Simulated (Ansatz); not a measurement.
SiH6SO, closed shell: a saddle search.

The input file, in.yaml:

```yaml
crystal:
  periodic: [false, false, false]
  atoms:
    - {symbol: Si, position_ang: [0.158659, 0.841996, -0.080620]}
    - {symbol: S, position_ang: [1.245063, -1.204146, 0.924370]}
    - {symbol: H, position_ang: [-0.704205, 1.754728, -0.995076]}
    - {symbol: H, position_ang: [-0.068787, 1.419287, 1.224578]}
    - {symbol: H, position_ang: [1.288447, 1.000629, -0.927787]}
    - {symbol: H, position_ang: [-0.307459, -1.369881, -0.233788]}
    - {symbol: O, position_ang: [-0.902326, -0.527626, -0.554997]}
    - {symbol: H, position_ang: [0.543292, -1.311098, 2.015110]}
    - {symbol: H, position_ang: [-1.258976, -0.642030, -1.476378]}
basis:
  gaussian: {orbitals: def2-SVP}
hamiltonian: {xc: hf}
saddle:
  f_tol: 0.02
  max_steps: 40
  mode_guess:
    - [-0.2846, 0.1212, -0.1986]
    - [-0.1190, -0.3242, 0.0278]
    - [-0.0310, 0.2553, -0.1139]
    - [0.0044, -0.0846, -0.0205]
    - [-0.1968, -0.1112, -0.0969]
    - [0.5605, -0.0142, 0.4296]
    - [0.0563, 0.2466, -0.0399]
    - [-0.0080, -0.1588, 0.0415]
    - [0.0182, 0.0700, -0.0291]
```

Launched with

```bash
ansatz run in.yaml --threads 2 --pin off --events-out ev --progress --plain --max-ram 4352MiB
```

What Ansatz 0.2.0 printed:

```
Functional definition: HF
  name "HF"
  cite "Fock, Z. Phys. 61, 126 (1930) doi:10.1007/BF01340294"
  parent pbe
  exchange = exact_x
  correlation = 0
814 factors; integrals over basis functions are off by at most 4.2e-4 eV
mean field evaluation 1: about -20801.1185 eV, gradient 2.5e1 eV
mean field evaluation 2: about -20801.1193 eV, gradient 2.5e1 eV
mean field evaluation 4: about -20802.7953 eV, gradient 3.0e0 eV
mean field evaluation 8: about -20802.8249 eV, gradient 2.4e-4 eV
mean field -20802.82489006 eV, -764.4897140484 hartree, gradient 1.9e-5 eV, S^2 0.000000; 0 other end points of the search recorded, 0 dependent functions left out
the calculation of the forces begins
reference -20802.82489006 eV, -764.4897140484 hartree; 22, 22 occupied and 58, 58 virtual orbitals, 814 factors
these checks for a lower state are left out or cut short: stability, starts, cluster_reference, orbital_swaps, neighbouring_geometries, increment
814 factors; integrals over basis functions are off by at most 4.2e-4 eV
mean field evaluation 16: about -20802.8122 eV, gradient 3.3e-5 eV
mean field -20802.81222868 eV, -764.4892487514 hartree, gradient 1.7e-6 eV, S^2 0.000000; 0 other end points of the search recorded, 0 dependent functions left out
the calculation of the forces begins
reference -20802.81222868 eV, -764.4892487514 hartree; 22, 22 occupied and 58, 58 virtual orbitals, 814 factors
these checks for a lower state are left out or cut short: stability, starts, cluster_reference, orbital_swaps, neighbouring_geometries, increment
814 factors; integrals over basis functions are off by at most 4.2e-4 eV
mean field -20802.84111717 eV, -764.4903103838 hartree, gradient 1.7e-6 eV, S^2 0.000000; 0 other end points of the search recorded, 0 dependent functions left out
the calculation of the forces begins
reference -20802.84111717 eV, -764.4903103838 hartree; 22, 22 occupied and 58, 58 virtual orbitals, 814 factors
saddle step   1: F+E_penalty+E_count = -20802.82489006 eV  max|allowed force component| = 3.137e0 eV/Å  curvature = -2.9089 eV/Å²  mode residual = 2.90e0 eV/Å²  Δτ_max = 0.0000 Å  (1 rotations, 3 force calls, 66 SCF iters)  cluster: 3 rotations left out, max|force component along them| = 1.105e-7 eV/Å
saddle step   2: F+E_penalty+E_count = -20802.98728794 eV  max|allowed force component| = 1.426e0 eV/Å  curvature = -2.0520 eV/Å²  mode residual = 4.99e0 eV/Å²  Δτ_max = 0.1353 Å  (1 rotations, 3 force calls, 66 SCF iters)  cluster: 3 rotations left out, max|force component along them| = 1.788e-7 eV/Å
saddle step   3: F+E_penalty+E_count = -20803.10032945 eV  max|allowed force component| = 8.586e-1 eV/Å  curvature = -2.0869 eV/Å²  mode residual = 2.03e0 eV/Å²  Δτ_max = 0.0530 Å  (1 rotations, 3 force calls, 60 SCF iters)  cluster: 3 rotations left out, max|force component along them| = 1.013e-7 eV/Å
saddle step   4: F+E_penalty+E_count = -20803.14429339 eV  max|allowed force component| = 5.202e-1 eV/Å  curvature = -1.9179 eV/Å²  mode residual = 3.16e0 eV/Å²  Δτ_max = 0.0343 Å  (1 rotations, 3 force calls, 59 SCF iters)  cluster: 3 rotations left out, max|force component along them| = 8.074e-8 eV/Å
saddle step   5: F+E_penalty+E_count = -20803.16527618 eV  max|allowed force component| = 3.015e-1 eV/Å  curvature = -1.7792 eV/Å²  mode residual = 2.23e0 eV/Å²  Δτ_max = 0.0246 Å  (1 rotations, 3 force calls, 60 SCF iters)  cluster: 3 rotations left out, max|force component along them| = 7.349e-8 eV/Å
saddle step   6: F+E_penalty+E_count = -20803.17633670 eV  max|allowed force component| = 1.514e-1 eV/Å  curvature = -1.5179 eV/Å²  mode residual = 2.72e0 eV/Å²  Δτ_max = 0.0481 Å  (1 rotations, 3 force calls, 60 SCF iters)  cluster: 3 rotations left out, max|force component along them| = 1.302e-7 eV/Å
saddle step   7: F+E_penalty+E_count = -20803.18035820 eV  max|allowed force component| = 1.242e-1 eV/Å  curvature = -1.4998 eV/Å²  mode residual = 2.11e0 eV/Å²  Δτ_max = 0.0258 Å  (1 rotations, 3 force calls, 61 SCF iters)  cluster: 3 rotations left out, max|force component along them| = 9.971e-8 eV/Å
saddle step   8: F+E_penalty+E_count = -20803.18167802 eV  max|allowed force component| = 6.841e-2 eV/Å  curvature = -1.5829 eV/Å²  mode residual = 1.84e0 eV/Å²  Δτ_max = 0.0077 Å  (1 rotations, 3 force calls, 60 SCF iters)  cluster: 3 rotations left out, max|force component along them| = 1.976e-7 eV/Å
saddle step   9: F+E_penalty+E_count = -20803.18233071 eV  max|allowed force component| = 2.306e-2 eV/Å  curvature = -1.5965 eV/Å²  mode residual = 1.53e0 eV/Å²  Δτ_max = 0.0097 Å  (1 rotations, 3 force calls, 60 SCF iters)  cluster: 3 rotations left out, max|force component along them| = 1.013e-7 eV/Å
saddle step  10: F+E_penalty+E_count = -20803.18317144 eV  max|allowed force component| = 3.645e-2 eV/Å  curvature = -1.5971 eV/Å²  mode residual = 1.59e0 eV/Å²  Δτ_max = 0.0190 Å  (1 rotations, 3 force calls, 61 SCF iters)  cluster: 3 rotations left out, max|force component along them| = 7.075e-8 eV/Å
saddle step  11: F+E_penalty+E_count = -20803.18354857 eV  max|allowed force component| = 7.397e-2 eV/Å  curvature = -1.6454 eV/Å²  mode residual = 1.07e0 eV/Å²  Δτ_max = 0.0122 Å  (1 rotations, 3 force calls, 61 SCF iters)  cluster: 3 rotations left out, max|force component along them| = 8.679e-8 eV/Å
saddle step  12: F+E_penalty+E_count = -20803.18362011 eV  max|allowed force component| = 4.783e-2 eV/Å  curvature = -1.6771 eV/Å²  mode residual = 1.36e0 eV/Å²  Δτ_max = 0.0058 Å  (1 rotations, 3 force calls, 60 SCF iters)  cluster: 3 rotations left out, max|force component along them| = 1.356e-7 eV/Å
saddle search: the force at step 13 is within saddle.f_tol, and the search now checks the order of the point unasked, as it does wherever a lone molecule whose rigid rotations it leaves out would converge (saddle.isolated_cluster): at most 100 rotations across the mode and 202 force calls, two more next to a line or behind a second negative curvature, two more where it reads a positive, two for each turn that reads one and six more at each negative that it reads, and up to 22 at one that stands (24 where saddle.amplitude is under 0.005 Å), over each length that the point is read over (saddle.order_check: false declines the check)
saddle search: the rotation starts from a random direction (saddle.seed = 0)
saddle step  13: F+E_penalty+E_count = -20803.18365908 eV  max|allowed force component| = 7.358e-3 eV/Å  curvature = -1.6647 eV/Å² (error put at 0.0007; -1.6650 at half of saddle.amplitude)  mode residual = 7.34e-1 eV/Å²  Δτ_max = 0.0024 Å  (1 rotations, 64 force calls, 1253 SCF iters)  order check (unasked): positive, curvature across the mode = +0.4616 eV/Å²; +0.1374 less its residual, +0.1363 less it at half of saddle.amplitude; error put at 0.0011 (52 force calls)  cluster: 3 rotations left out, max|force component along them| = 1.925e-7 eV/Å
Total energy: -20803.18365908 eV, -764.5028985667 hartree
Atom 0 at     0.122227     0.927467    -0.177724 Å, force    -0.002415    -0.007358    -0.002309 eV/Å
Atom 1 at     1.262539    -1.303173     0.940291 Å, force     0.006185     0.005573    -0.003097 eV/Å
Atom 2 at    -0.788507     1.789556    -0.997638 Å, force     0.001842    -0.003998     0.002831 eV/Å
Atom 3 at    -0.060450     1.399845     1.195003 Å, force    -0.001055     0.001243     0.002374 eV/Å
Atom 4 at     1.413246     1.026561    -0.863032 Å, force     0.003307    -0.000047     0.001709 eV/Å
Atom 5 at    -0.322737    -1.317525    -0.235203 Å, force    -0.005178    -0.004795    -0.002795 eV/Å
Atom 6 at    -0.872325    -0.554768    -0.612068 Å, force     0.005942     0.006491     0.004246 eV/Å
Atom 7 at     0.569476    -1.332048     2.084293 Å, force    -0.002786     0.002581     0.001840 eV/Å
Atom 8 at    -1.329762    -0.674056    -1.438509 Å, force    -0.005843     0.000310    -0.004797 eV/Å
Dipole moment:    -0.846671     0.212051    -0.642614 e Å

[the SCF lines of later steps are left out]
```

Hardware: 2 CPU threads of an Arm Neoverse V2, shared host. Wall time about 44 s.
